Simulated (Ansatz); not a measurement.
Consider the isomerisation: `CC(=O)OC(C)C` → `CCCC(=O)OC`.

Isolated molecules relaxed with PBE0-D4/def2-TZVP in Ansatz; ΔE leaves out vibrations. CBS: MP2 limit from def2 TZ/QZ plus the TZ coupled-cluster correction, frozen cores. DFT in def2-TZVPP. B3LYP here is the variant with VWN-RPA as its local correlation; programs differ in this. Each species was taken in one conformer, which may not be the lowest.

| level | ΔE (eV) |
| --- | --- |
| PBE-D4 | 0.26 |
| r2SCAN-D4 | 0.28 |
| PBE0-D4 | 0.25 |
| B3LYP-D4 | 0.26 |
| ωB97X-V | 0.26 |
| ωB97M-V | 0.27 |
| r2SCAN | 0.28 |
| MP2/def2-TZVPP | 0.27 |

(1) What does CCSD(T)/CBS give? (Estimate.)

Largest T1 diagnostic among the species: 0.013.

## Answers

(1) Computed: +0.27 eV. The listed levels differ from it by -0.01, 0.01, -0.02, -0.01, -0.01, 0.00, 0.01, 0.00 eV.

In def2-TZVPP, CCSD(T) changes the Hartree–Fock value by +0.04 eV (the triples alone add +0.01 eV) and MP2 by +0.06 eV.
